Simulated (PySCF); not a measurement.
**Vibration and rotation of CCl⁺**

PBE0 constants of CCl⁺, ¹Σ⁺ (singlet), closed shell (basis C def2-TZVP, Cl def2-TZVP; no relativity; PySCF 2.14; masses 12.0000 and 34.9689 u):

| Property | Result |
| --- | --- |
| ωe | 1206.6 cm⁻¹ |
| ωexe | 5.87 cm⁻¹ |
| Be | 0.80081 cm⁻¹ |
| αe | 0.00604 cm⁻¹ |
| D (centrifugal) | 1.41e-06 cm⁻¹ |
| De to C⁺ + Cl | 6.85 eV |

Task: Give the band origin of the fundamental and the first lines of its P and R branches.

Result: ν0 = ωe − 2ωexe = 1194.9 cm⁻¹, B0 = 0.79779, B1 = 0.79175 cm⁻¹.

```tsv
J″	P(J″) − ν0	R(J″) − ν0
0		1.583
1	-1.596	3.155
2	-3.203	4.714
3	-4.823	6.261
4	-6.454	7.796
5	-8.098	9.319
6	-9.753	10.829
```

Task: Near which J would the R branch turn back, without centrifugal distortion?

Result: At J ≈ (B0 + B1)/(2(B0 − B1)) − 1 ≈ 130.

For an ion De counts to the pair picked by the measured ionisation energies or electron affinities, which need not be the lowest pair at this level.
